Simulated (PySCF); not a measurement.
**Relaxation of singlet Si₃**

Method: PBE0/[Si def2-TZVP], no relativity, density fitting, PySCF. A (50,194) grid was used.

A hand-made linear chain start, of D∞h symmetry, held to at least that symmetry:

```xyz
3
charge 0 multiplicity 1, angstrom
Si    0.0000    0.0000    0.0000
Si    0.0000    0.0000    2.2040
Si    0.0000    0.0000   -2.2040
```

Problem. What forces act on the atoms at the start (eV/Å)?

Solution. 
```
atom    Fx    Fy     Fz
 Si1  0.00  0.00   0.00
 Si2  0.00  0.00  -0.62
 Si3  0.00  0.00   0.62
```

Problem. What does it relax to?

Solution. It ends at D∞h with Si–Si 2.165 Å (×2); Si–Si–Si 180.0°. A frequency run shows 2 imaginary modes (one degenerate set), down to 72i cm⁻¹, so it is a higher-order saddle point. Other isomers or separated fragments may lie lower.

Problem. How much energy is released, and in how many steps?

Solution. 2.4 kJ/mol in 3 steps.

At this level a triplet minimum of D3h symmetry lies 106 kJ/mol below this structure.

The relaxation took 5.4 s on 2 threads of a shared Arm Neoverse V1 host, with 111 basis functions and 4 gradients; the process peaked at 0.55 GiB.
